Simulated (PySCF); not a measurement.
Species: C₃H₈O.
Bonds: C1–C2, C2–C3, C3–O4. Hydrogens: H5, H6, H7 on C1; H8, H9 on C2; H10, H11 on C3; H12 on O4.

The calculation used PySCF, PBE0-D3(BJ)/def2-SVP geometry optimisation, gas phase.

(1) Give the optimised bond lengths and angles.

## Answers

(1) 
| bond | length (bohr) |
| --- | --- |
| C1–C2 | 2.872 |
| C2–C3 | 2.873 |
| C3–O4 | 2.649 |
| C1–H5, C1–H6, C1–H7 | 2.081 |
| C2–H8, C2–H9 | 2.087 |
| C3–H10, C3–H11 | 2.092 |
| O4–H12 | 1.819 |

Bonds in one row agree within 0.02 bohr and their mean is given. A selection of angles:
| angle | degrees |
| --- | --- |
| C2–C1–H5 | 111.3 |
| H5–C1–H6 | 107.3 |
| C1–C2–C3 | 113.2 |
| C1–C2–H8 | 110.7 |
| C1–C2–H9 | 109.7 |
| C3–C2–H8 | 108.2 |
| C3–C2–H9 | 108.8 |
| H8–C2–H9 | 106.1 |
| C2–C3–O4 | 113.4 |
| C2–C3–H10 | 109.4 |
| O4–C3–H10 | 111.8 |
| O4–C3–H11 | 106.3 |
| H10–C3–H11 | 106.2 |
| C3–O4–H12 | 107.8 |

Dihedral angles: C1–C2–C3–O4 177° (antiperiplanar); H12–O4–C3–C2 61° (synclinal). The mirror-image conformer, all signs reversed, is as good.

O4 (alcohol oxygen) is bent (angle 107.8°). The 4 heavy atoms lie in one plane (0.017 Å rms). Of the pairs four or more bonds apart, H9···H12 is among the closest relative to their van der Waals radii: 2.46 Å, 103 % of the sum of Bondi's values.

Whether it is a minimum is left open (no frequencies). One conformer, not necessarily the lowest (C1–C2–C3–O4 177°, C2–C3–O4–H 61°).
